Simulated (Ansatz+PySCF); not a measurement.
Values are calculated unless marked as measured or tabulated.
A run of Ansatz (development build ahead of 0.2.0) on doublet CHO at this shape:

```yaml
atoms:
  - { symbol: C, position_ang: [0.0623, 0.6009, 0.0000] }
  - { symbol: O, position_ang: [0.0623, -0.6234, 0.0000] }
  - { symbol: H, position_ang: [-0.8720, 1.2319, 0.0000] }
```

Its results:

| Quantity | Value |
| --- | --- |
| Converged | yes |
| Reference energy | -113.28388 hartree |
| Correlation energy | -0.37324 hartree |
| Total energy | -113.65712 hartree |
| Spin squared of the determinant | 0.773 |
| Stability test | minimum |
| Occupied orbitals by symmetry in an Abelian subgroup (alpha; beta) | 7 A' 1 A''; 6 A' 1 A'' |

Forces (eV/Å):
| atom | Fx | Fy | Fz |
| --- | --- | --- | --- |
| C1 | -0.029 | -3.759 | 0.000 |
| O2 | -0.158 | 4.093 | 0.000 |
| H3 | 0.187 | -0.334 | 0.000 |

Task: Which input gives this output? Name the method, the orbitals and the basis set, and write the input.

Result: UHF-MP2 in cc-pVTZ.

```yaml
crystal:
  periodic: [false, false, false]
  atoms:
    - { symbol: C, position_ang: [0.06229, 0.60088, 0.0] }
    - { symbol: O, position_ang: [0.06229, -0.62339, 0.0] }
    - { symbol: H, position_ang: [-0.87201, 1.23187, 0.0] }
basis:
  gaussian: { orbitals: cc-pVTZ }
magnetization:
  spin_polarized: true
  initial_magnetization: 1
hamiltonian:
  xc: hf
correlation:
  method: mp2
  frozen_orbitals: { C: 1, H: 0, O: 1 }
output:
  forces: true
```
